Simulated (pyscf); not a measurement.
H₂N–SiH(F)–SiH₃ (SMILES N[SiH](F)[SiH3]) + H₂ (SMILES [H][H]) -> H₂N–SiH₂–F (SMILES N[SiH2]F) + SiH₄ (SMILES [SiH4]), a four-centre exchange (singlet surface; Si–Si, H–H broken, H–Si, H–Si formed). Structures and frequencies: ωB97X-D3(BJ)/def2-SVP in PySCF. Energies in kcal/mol from the separated reactants.

Small-basis levels: PySCF, no dispersion term, spherical d functions. AM1 to PM7: differences of heats of formation from MOPAC, which are fitted to 298 K values and so differ in kind from electronic energies by zero-point and thermal terms. Cost: rough CPU time at the saddle relative to B3LYP/6-31G*, from one job on a shared machine.

```
level                   barrier  reaction energy        cost
----------------------  -------  ---------------  ----------
HF/STO-3G                 176.0             -7.1        0.03
HF/6-31G*                 100.0            -14.2        0.08
MP2/6-31G*                 92.9             -5.4        0.10
PBE/6-31G*                 70.9             -2.9           1
B3LYP/3-21G                99.2             -3.0         0.8
B3LYP/6-31G*               80.1             -7.2           1
M06-2X/6-31G*              79.8             -6.2           3
PM6                        63.8            +20.3  under 0.02
PM7                       141.1            +35.7  under 0.02
ωB97M-D3(BJ)/def2-TZVP     69.9             -8.6           –
```

Against the last row the barrier runs from -6.1 (PM6) to +106.1 kcal/mol (HF/STO-3G). ωB97M-D3(BJ)/def2-TZVP has limits of its own. At the saddle there is also a short H–Si contact that neither side keeps. H₂N–SiH(F)–SiH₃ lies 15.4 kcal/mol over its isomer F–SiH₂–NH–SiH₃ (electronic energy, ωB97M-D3(BJ)/def2-TZVP). This is the saddle that the search found; another between the same sides may lie lower.
